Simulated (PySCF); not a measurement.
Silacyclopropynylidene, C2Si (singlet state).
SMILES: `C1#C[Si]1`

Method used: PySCF 2.14.0, PBE0-D3(BJ)/def2-SVP geometry optimisation, gas phase.

Masses are those of the commonest isotopes; rigid-rotor values at the optimised geometry. 

Task: Give the principal moments of inertia and the rotational constants in MHz.

Result: Ia = 9.69, Ib = 38.80, Ic = 48.49 u·Å²; 505379 MHz·u·Å²/I gives A = 52150, B = 13026, C = 10423 MHz.

Task: What kind of rotor is it?

Result: An asymmetric top; Ray's κ = -0.875.

The dipole components are |μa| = 2.26 D, |μb| = 0.00 D, |μc| = 0.00 D. The nuclei that the symmetry axis exchanges have no spin, so part of the rotational levels is missing.

Task: Estimate the classical rotational partition function at 25 K and 500 K.

Result: Point group C2v, symmetry number σ = 2; q = (√π/σ)·√((kT/h)³/(ABC)), k/h = 20836.6 MHz/K: 125 at 25 K, 11200 at 500 K.

Whether it is a minimum is left open (no frequencies). Zero-point vibration and centrifugal distortion are left out.
